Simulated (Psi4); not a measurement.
Process, species as SMILES: C#N (CH-N) + H+ → C#[NH+]
B3LYP-D3(BJ)/def2-TZVP geometries, fixed; electronic energies without zero-point terms; positive where energy is released.

Basis-set convergence of the proton affinity at PBE with Psi4. Cartesian d functions, on some or all atoms, in 6-31G*, 6-31+G*; all else is spherical. Density fitting with the program's default auxiliary sets. Psi4's default fitting sets serve the pcseg sets less well. The proton sits at the site shown, which need not be the one that binds it best. No added dispersion term, no relativity. Functions are those of the species that has most. Reference: the value in aug-cc-pVQZ, 175.58 kcal/mol, itself unsure by roughly 0.02 kcal/mol (its mean distance from cc-pV5Z, def2-QZVPPD, def2-QZVPP). Deviations are taken from unrounded values.

```json
[
 {"basis": "6-31G*", "functions": "34", "proton affinity (kcal/mol)": "175.25"},
 {"basis": "6-31+G*", "functions": "42", "proton affinity (kcal/mol)": "171.95"},
 {"basis": "cc-pVDZ", "functions": "38", "proton affinity (kcal/mol)": "175.32"},
 {"basis": "aug-cc-pVDZ", "functions": "64", "proton affinity (kcal/mol)": "173.61"},
 {"basis": "def2-SVP", "functions": "38", "proton affinity (kcal/mol)": "177.54"},
 {"basis": "def2-SVPD", "functions": "56", "proton affinity (kcal/mol)": "176.07"},
 {"basis": "pcseg-1", "functions": "38", "proton affinity (kcal/mol)": "173.05"},
 {"basis": "aug-pcseg-1", "functions": "64", "proton affinity (kcal/mol)": "173.08"},
 {"basis": "6-311G**", "functions": "48", "proton affinity (kcal/mol)": "175.86"},
 {"basis": "6-311+G**", "functions": "56", "proton affinity (kcal/mol)": "174.36"},
 {"basis": "def2-TZVP", "functions": "74", "proton affinity (kcal/mol)": "175.26"},
 {"basis": "def2-TZVPD", "functions": "92", "proton affinity (kcal/mol)": "175.16"},
 {"basis": "cc-pVTZ", "functions": "88", "proton affinity (kcal/mol)": "176.02"},
 {"basis": "aug-cc-pVTZ", "functions": "138", "proton affinity (kcal/mol)": "175.41"},
 {"basis": "pcseg-2", "functions": "88", "proton affinity (kcal/mol)": "175.59"},
 {"basis": "aug-pcseg-2", "functions": "138", "proton affinity (kcal/mol)": "175.54"},
 {"basis": "def2-TZVPP", "functions": "90", "proton affinity (kcal/mol)": "175.74"},
 {"basis": "def2-TZVPPD", "functions": "108", "proton affinity (kcal/mol)": "175.57"},
 {"basis": "cc-pVQZ", "functions": "170", "proton affinity (kcal/mol)": "175.76"},
 {"basis": "aug-cc-pVQZ", "functions": "252", "proton affinity (kcal/mol)": "175.58"},
 {"basis": "def2-QZVPP", "functions": "174", "proton affinity (kcal/mol)": "175.61"},
 {"basis": "def2-QZVPPD", "functions": "192", "proton affinity (kcal/mol)": "175.58"},
 {"basis": "pcseg-3", "functions": "186", "proton affinity (kcal/mol)": "175.60"},
 {"basis": "aug-pcseg-3", "functions": "268", "proton affinity (kcal/mol)": "175.60"}
]
```

What the diffuse functions change, pair by pair:
- 6-31G* to 6-31+G*: 8 more functions, deviation -0.33 to -3.63 kcal/mol
- cc-pVDZ to aug-cc-pVDZ: 26 more functions, deviation -0.25 to -1.97 kcal/mol
- def2-SVP to def2-SVPD: 18 more functions, deviation 1.96 to 0.49 kcal/mol
- pcseg-1 to aug-pcseg-1: 26 more functions, deviation -2.53 to -2.50 kcal/mol
- 6-311G** to 6-311+G**: 8 more functions, deviation 0.28 to -1.22 kcal/mol
- def2-TZVP to def2-TZVPD: 18 more functions, deviation -0.32 to -0.42 kcal/mol
- cc-pVTZ to aug-cc-pVTZ: 50 more functions, deviation 0.44 to -0.16 kcal/mol
- pcseg-2 to aug-pcseg-2: 50 more functions, deviation 0.01 to -0.04 kcal/mol
- def2-TZVPP to def2-TZVPPD: 18 more functions, deviation 0.16 to 0.00 kcal/mol
- cc-pVQZ to aug-cc-pVQZ: 82 more functions, deviation 0.18 to 0.00 kcal/mol
- def2-QZVPP to def2-QZVPPD: 18 more functions, deviation 0.04 to 0.00 kcal/mol
- pcseg-3 to aug-pcseg-3: 82 more functions, deviation 0.02 to 0.02 kcal/mol

Leaving out the reference's own pair, they bring the value nearer the reference by more than 0.02 kcal/mol in 5 of 11 pairs.
